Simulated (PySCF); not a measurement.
SiF2, optimised at HF/6-31G*:

```xyz
3

Si     0.0363     0.0556     0.1063
F      0.5580     0.1812    -1.3955
F     -0.8618    -1.2546    -0.0355
```

Method: PySCF energies (xtb for GFN2) plus ideal-gas RRHO corrections (1 bar). 6-31G* has spherical d functions here. All species are closed-shell singlets. B3LYP is the form with VWN-RPA correlation.

Question: List the harmonic frequencies (cm⁻¹, unscaled) at this level and at the other levels, each on its own geometry.

Answer: 
- HF/6-31G*: 373, 930, 945
- B3LYP/6-31G*: 329, 867, 897
- GFN2-xTB: 326, 762, 813
- PBE/def2-SVP: 315, 826, 854
- PBE0/def2-TZVP: 339, 856, 871
